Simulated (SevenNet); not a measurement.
**hcp Tl**

The numbers are results of the machine-learned potential SevenNet-0 (trained on PBE and PBE+U data), not measurements.

Cell (relaxed at this level):

```
Tl
1.0
    3.54012     0.00000     0.00000
   -1.77006     3.06584     0.00000
    0.00000     0.00000     5.78318
Tl
2
Direct
  0.66667   0.33333   0.75000
  0.33333   0.66667   0.25000
```

```
Item                         Value
-------------------  -------------
lattice constant a         3.540 Å
lattice parameter c        5.783 Å
volume per atom      31.38 Å³/atom
```

Measured, for comparison: lattice constant a 3.457 Å, lattice parameter c 5.525 Å (293 K, not corrected to a static lattice; as tabulated in Wikipedia's data pages). Computed (rounded) less measured: lattice constant a +2.4 %, lattice parameter c +4.7 %.

A machine-learned potential is trained on density-functional data: it inherits that level's misses and adds fitting errors of its own.

Note: the model's elastic tensor is not positive definite here; this model's volume lies 10 % above that of the starting cell (a measured, published or database cell).
